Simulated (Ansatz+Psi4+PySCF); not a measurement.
## doublet CH₃: levels of theory in one basis

```tsv
atom	x (Å)	y (Å)	z (Å)
C	0.0026	-0.0279	0.0107
H	0.0181	1.1008	0.0084
H	0.9423	-0.5680	0.0010
H	-0.9354	-0.5262	0.0270
```

Basis set: cc-pVTZ (spherical functions). Frozen core: 1 orbital. Correlation on ROHF uses semicanonical orbitals with singles. Charge 0, multiplicity 2.

Computed with Ansatz (development build ahead of 0.2.0) and Psi4 1.11; each method stands on the lowest determinant of its kind that the runs found.

```
  method  E − E(ROHF) (eV)  <S²> of the determinant
    ROHF              0.00                     0.75
     UHF             -0.13                     0.76
ROHF-MP2             -4.45                        –
 UHF-MP2             -4.43                     0.76
```
